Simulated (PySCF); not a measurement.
Species: BTD, C₆H₄N₂S.
Atom-mapped SMILES: `[cH:1]1[cH:2][cH:3][c:4]2[n:5][s:6][n:7][c:8]2[cH:9]1`

Probes without a nucleus sit at each ring's centroid and 1 Å off its mean plane on both sides; NICS is minus the shielding there, NICSzz its component along the normal. Level: GIAO PBE0/pcSseg-2 (PySCF, non-relativistic, gas phase) on the PBE0-D3(BJ)/def2-TZVP geometry, one conformer.

Ring bond lengths (Å), with Mayer bond orders in brackets: C1–C2 1.421 (1.23), C2–C3 1.364 (1.58), C3–C4 1.413 (1.21), C4–C8 1.436 (1.20), C8–C9 1.413 (1.21), C9–C1 1.364 (1.58); C4–N5 1.339 (1.56), N5–S6 1.601 (1.27), S6–N7 1.601 (1.27), N7–C8 1.339 (1.56), C8–C4 1.436 (1.20).

What do the NICS probes read (ppm)?

```json
{"ring": "C1–C2–C3–C4–C8–C9", "type": "6-membered carbocycle; formal bonds all aromatic", "NICS(0)": "-6.4", "NICS(1), two faces": "-9.0 / -9.0", "NICS(1)zz, two faces": "-25.2 / -25.3", "rms pucker (Å)": "0.00", "centre to ring atoms, mean (Å)": "1.40"}
{"ring": "C4–N5–S6–N7–C8", "type": "5-membered ring with 2 N and S; formal bonds all aromatic", "NICS(0)": "-15.6", "NICS(1), two faces": "-14.1 / -14.1", "NICS(1)zz, two faces": "-40.0 / -40.0", "rms pucker (Å)": "0.00", "centre to ring atoms, mean (Å)": "1.24"}
```

What do they say, and how far can they be read as aromaticity?

- C1–C2–C3–C4–C8–C9: mean NICS(1)zz -25.3 ppm, shielded, aromatic by this magnetic criterion (flat ring, no four-coordinate atom), though in fused rings the probe also feels the neighbouring ring.
- C4–N5–S6–N7–C8: mean NICS(1)zz -40.0 ppm, shielded. The ring is flat and has no four-coordinate atom; by the NICS criterion it is aromatic, though in fused rings the probe also feels the neighbouring ring.

And the bond-length index? HOMA = 1 − mean of α(R − Ropt)² over the ring bonds, with Krygowski's 1993 parameters (CC: Ropt 1.388 Å, α 257.7 Å⁻²).

- C1–C2–C3–C4–C8–C9: HOMA 0.75 = 1 − EN − GEO, with mean bond length 1.402 Å, EN = α(Ropt − mean)² = 0.049 and GEO = α × variance = 0.198. The geometric and the magnetic index point the same way.

At the second NICS(1) probe listed for ring C1–C2–C3–C4–C8–C9, 1 Å off the ring, how large is the induced field along the normal in 14.1 T applied along it?

NICSzz × B0 = -25.3 ppm × 14.1 T = -357 μT, against the applied field.

List the ring angles and the Hirshfeld charges of the ring atoms.

- C1–C2–C3–C4–C8–C9: C1 121.9° (-0.044 e), C2 121.8° (-0.043 e), C3 117.9° (-0.049 e), C4 120.3° (+0.027 e), C8 120.3° (+0.027 e), C9 117.9° (-0.049 e); sum 720.0° against 720° for a flat convex ring.
- C4–N5–S6–N7–C8: C4 113.0° (+0.027 e), N5 106.2° (-0.195 e), S6 101.6° (+0.278 e), N7 106.2° (-0.194 e), C8 113.0° (+0.027 e); sum 540.0° against 540° for a flat convex ring.

On Intel Xeon at 2.50 GHz, 2 threads, shared host with 64 logical CPUs at a one-minute load of 58, this took 5.6 min wall, 7.6 min CPU (grids of density and orbitals included) and 2.4 GiB of memory at its peak. This is the whole shielding run at PBE0/pcSseg-2, SCF included.
